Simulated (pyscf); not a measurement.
Thermochemistry of product channels of H₂C=N–CH₃ (SMILES C=NC) on the singlet surface, in eV, from ωB97M-D3(BJ)/def2-TZVP energies (ideal gas, 1 atm, RRHO with modes under 100 cm⁻¹ raised to 100, one conformer, R ln 2 for rigid chiral ones). Single points on ωB97X-D3(BJ)/def2-SVP structures (PySCF, gas phase).

```
products                                               ΔE  ΔH(298 K)  ΔG(900 K)  ΔG(1200 K)
--------------------------------------------------  -----  ---------  ---------  ----------
C₂H₅N (SMILES C1CN1)                                +0.43      +0.47      +0.59           ?
HC≡N (SMILES C#N) + CH₄ (SMILES C)                      ?      -0.20      -1.40       -1.80
C⁻≡N⁺–CH₃ (SMILES [C-]#[N+]C) + H₂ (SMILES [H][H])      ?      +0.96      -0.18       -0.58
```

Question: What belongs in the gaps?

Answer: 
- C₂H₅N (SMILES C1CN1), ΔG(1200 K): +0.64
- HC≡N (SMILES C#N) + CH₄ (SMILES C), ΔE: -0.07
- C⁻≡N⁺–CH₃ (SMILES [C-]#[N+]C) + H₂ (SMILES [H][H]), ΔE: +1.23

The channel to C⁻≡N⁺–CH₃ + H₂ turns favourable between 298 and 1200 K (ΔG from +0.60 eV to -0.58 eV).

These are energies of the channels, which say nothing of barriers. H₂C=N–CH₃ lies 0.39 eV over its isomer H₃C–CH=NH, and others may lie lower still (electronic energy, ωB97M-D3(BJ)). cyclic C₂H₅N (SMILES C1CN1) lies 0.82 eV over its isomer H₃C–CH=NH, and others may lie lower still (electronic energy, ωB97M-D3(BJ)).
